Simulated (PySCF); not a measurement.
CFCl3: calculation against experiment

**Experimental background.**

From NIST CCCBDB Release 22 (SRD 101), experimental dipoles, for the gas: dipole moment (microwave Stark effect, vibrational ground state) 0.46 ± 0.02 D.

The results are set against them at the end.

Species: CFCl3.
Numbering: `[F:1][C:2]([Cl:3])([Cl:4])[Cl:5]`

Geometry (GFN2-xTB, Å), atoms numbered from 1 in this order:
```xyz
5
CCl3F angstrom
F      0.060   -0.141    1.396
C      0.005   -0.006    0.067
Cl    -0.458    1.661   -0.313
Cl     1.603   -0.371   -0.604
Cl    -1.201   -1.140   -0.563
```

The PySCF runs (gas phase, on this GFN2-xTB geometry; no spin–orbit coupling):

| level | job | basis functions | wall time |
| --- | --- | --- | --- |
| B97-2/ANO-RCC-VDZP | shieldings | 82 | 5.3 s |
| BHandHLYP/ANO-RCC-VDZP | shieldings | 82 | 5.7 s |
| CAM-B3LYP/ANO-RCC-VDZP | shieldings | 82 | 7.5 s |
| HCTH407/ANO-RCC-VDZP | shieldings | 82 | 15 s |
| HSE06/ANO-RCC-VDZP | shieldings | 82 | 17 s |
| LC-wPBE/ANO-RCC-VDZP | shieldings | 82 | 17 s |
| OLYP/ANO-RCC-VDZP | shieldings | 82 | 12 s |
| WP04/ANO-RCC-VDZP | shieldings | 82 | 4.8 s |
| mPW1PW91/ANO-RCC-VDZP | shieldings | 82 | 5.6 s |
| revPBE/ANO-RCC-VDZP | shieldings | 82 | 16 s |
| wB97X-D/ANO-RCC-VDZP | shieldings | 82 | 8.0 s |
| wB97X/ANO-RCC-VDZP | shieldings | 82 | 8.8 s |

Hardware: an Intel Xeon at 2.30 GHz with one thread, on a shared host.

**Comparison with experiment**

**Dipole moment.** Measured: 0.46 D (NIST CCCBDB Release 22 (SRD 101), experimental dipoles).

| level | computed (D) | computed − measured (D) | % (from the printed values) |
| --- | --- | --- | --- |
| B97-2/ANO-RCC-VDZP | 0.49 | +0.03 | +7 |
| BHandHLYP/ANO-RCC-VDZP | 0.62 | +0.16 | +35 |
| CAM-B3LYP/ANO-RCC-VDZP | 0.55 | +0.09 | +20 |
| HCTH407/ANO-RCC-VDZP | 0.42 | -0.04 | -9 |
| HSE06/ANO-RCC-VDZP | 0.51 | +0.05 | +11 |
| LC-wPBE/ANO-RCC-VDZP | 0.50 | +0.04 | +9 |
| OLYP/ANO-RCC-VDZP | 0.40 | -0.06 | -13 |
| WP04/ANO-RCC-VDZP | 0.58 | +0.12 | +26 |
| mPW1PW91/ANO-RCC-VDZP | 0.51 | +0.05 | +11 |
| revPBE/ANO-RCC-VDZP | 0.38 | -0.08 | -17 |
| wB97X-D/ANO-RCC-VDZP | 0.50 | +0.04 | +9 |
| wB97X/ANO-RCC-VDZP | 0.51 | +0.05 | +11 |

Closest is B97-2/ANO-RCC-VDZP (+0.03 D), furthest BHandHLYP/ANO-RCC-VDZP (+0.16 D); one molecule doesn't rank methods. The computed dipoles belong to one fixed geometry; measured ones are averaged over vibrations unless marked μe. Magnitudes are compared, not signs.

The geometry is computed, not the measured one. Where a level misses, the cause wasn't examined.
